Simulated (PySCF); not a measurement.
Coordinates in bohr (charge 0 multiplicity 2):
```
B     0.0000    0.0000   -0.8878
O     2.2791   -0.4710    0.1776
O    -2.2791    0.4710    0.1776
H     2.3217   -0.4798    2.0320
H    -2.3217    0.4798    2.0320
```

These are results of PySCF, UPBE, basis B def2-TZVP, O def2-TZVP, H def2-TZVP (no relativity, density fitting), not measurements.

This geometry of B(OH)₂ is a stationary point at this level.

**Question.** What is the point group?

**Answer.** C2v.

**Question.** Is it a minimum?

**Answer.** Yes: all harmonic wavenumbers are real.

**Question.** Which band is strongest in the infrared?

**Answer.** 1419 cm⁻¹ (b2), 330 km/mol.

**Question.** What are the dipole moment and the gap between the highest occupied and lowest empty levels of either spin?

**Answer.** 3.14 D and 2.33 eV.

**Question.** Give the atomic charges and bond orders.

**Answer.** 
```csv
atom,Mulliken,Löwdin,polar tensor,spin (Mulliken),Mayer order to B1
B1,0.18,-0.75,0.62,0.83,–
"O2,3",-0.35,0.19,-0.48,0.00,1.44
"H4,5",0.27,0.19,0.17,0.09,0.10
```
Other Mayer orders above 0.3: O–H 0.85 (×2).

Only a few start shapes were tried, so a lower isomer may exist.
